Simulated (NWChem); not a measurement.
# AlF3; SMILES [F][Al]([F])[F]

All runs: NWChem. Pople sets run with spherical d functions. STO-3G and 3-21G are far too small for this property and stand as cheap habits. Coordinates come from a PBE-D3(BJ)/def2-SVP optimisation. Vertical excitations in the gas phase; the lowest state need not have the same character in each row.

| level | basis functions | lowest excitation, singlet (eV) | oscillator strength of that lowest state | lowest state with f > 0.02, singlet (eV) | oscillator strength of that bright state | orbital gap (eV) | relative time |
|---|---|---|---|---|---|---|---|
| PBE/3-21G, TDA | 40 | 6.33 | 0.000 | 7.03 | 0.058 | 6.21 | 1 |
| PBE/6-31G*, TDA | 60 | 6.80 | 0.000 | 7.55 | 0.057 | 6.70 | 3 |
| PBE/6-31+G*, TDA | 76 | 7.04 | 0.000 | 7.76 | 0.057 | 6.95 | 5 |
| PBE/def2-SVP, TDA | 60 | 6.93 | 0.000 | 7.69 | 0.054 | 6.83 | 2 |
| PBE/def2-SVPD, TDA | 93 | 7.15 | 0.000 | 7.86 | 0.050 | 7.06 | 6 |
| PBE/def2-TZVP, TDA | 130 | 7.11 | 0.000 | 7.82 | 0.049 | 7.02 | 10 |
| PBE/aug-cc-pVDZ, TDA | 96 | 7.01 | 0.000 | 7.69 | 0.052 | 6.92 | 10 |

Relative times are rough (shared machine, one core).
